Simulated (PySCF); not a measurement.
Fluoroacetylene, C2HF.
Atom-mapped SMILES: `[CH:1]#[C:2][F:3]` (hydrogens: H4 on C1)

Geometry (PBE0-D3(BJ)/def2-TZVP, Å), atoms numbered from 1 in this order:
```xyz
4
C2HF angstrom
C     -0.6195   -0.0008   -0.0270
C      0.5168   -0.0261   -0.3875
F      1.7278   -0.0605   -0.7677
H     -1.6328    0.0272    0.2913
```

Computed with TDDFT CAM-B3LYP/aug-cc-pVTZ, vertical, gas phase, core orbitals frozen in the response in PySCF. Isolated species at its PBE0-D3(BJ)/def2-TZVP geometry, gas phase.

Transition dipole moments from the ground state, in atomic units and in the frame of the coordinates above (overall signs are arbitrary), for the states with f of 0.002 or more among the lowest 7:

```tsv
state	E (hartree)	μx	μy	μz
S1	0.2547	-0.149	-0.240	-0.454
S2	0.2548	-0.056	0.479	-0.235
S6	0.2964	0.019	-0.106	0.056
S7	0.2964	0.033	0.059	0.101
```

(1) What oscillator strength does each state have?

(2) Label these states by symmetry in C∞v.

(3) How is the summed strength of these states shared among x, y and z?

(4) What peak molar absorption coefficient would the strongest computed level give as a lone Gaussian band 0.5 eV wide at half height?

Results:

(1) f = (2/3) ΔE |μ|² with ΔE in hartree (27.2114 eV).

```csv
state,|μ|² (au),|μ| (D),f
S1,0.286,1.36,0.049
S2,0.288,1.36,0.049
S6,0.015,0.31,0.003
S7,0.015,0.31,0.003
```

(2) The ground state is totally symmetric, so the direction of μ fixes the label. Polarised across the molecular axis, so Π: S1, S2, S6 and S7.

(3) (2/3) Σ ΔE μα² gives 0.005 for x, 0.052 for y and 0.047 for z, 0.103 in all.

(4) ε(max) = 2.175×10⁸ f / FWHM, with the width in cm⁻¹. S1/S2 (f summed): 2.175×10⁸ × 0.0975 / 4033 ≈ 5300 L mol⁻¹ cm⁻¹.

S1/S2 and S6/S7 coincide within about 0.01 eV; within a degenerate level the directions of the single components are arbitrary.

Time: 5.2 s of wall time; peak memory 0.50 GiB. Hardware: an Arm Neoverse V2 with one thread (shared host).
